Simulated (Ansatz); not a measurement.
Molecule: CH3O, net charge -1, singlet state. It need not be the lowest isomer of its formula. Whether it binds its extra electron was not tested at this geometry. 
Coordinates optimised at B3LYP-D3(BJ)/def2-TZVP (Ansatz, a program for electronic structure):
SMILES: [CH2-]O
```xyz
5

C     -0.1665     0.7756     0.0111
O     -0.0916    -0.7333    -0.0101
H      0.8381    -1.0042    -0.0154
H      0.4482     1.0964     0.8901
H      0.4454     1.1210    -0.8605
```
Charge -1, spin multiplicity 1.

Basis-set convergence of Hartree-Fock and MP2 correlation energies (hartree) with Ansatz. Valence correlation only, unless marked. No spin-orbit coupling. No relativistic terms. This anion needs diffuse functions, which these sets lack.

```
basis       functions       E(HF)  E(corr, MP2)
----------  ---------  ----------  ------------
def2-SVP           43  -114.24035      -0.33807
def2-TZVPP        104  -114.39462      -0.43883
def2-QZVPP        204         ___           ___
```

Question: Fill in the missing entries.

Answer: 
- def2-QZVPP, E(HF): -114.40388
- def2-QZVPP, E(corr, MP2): -0.47366
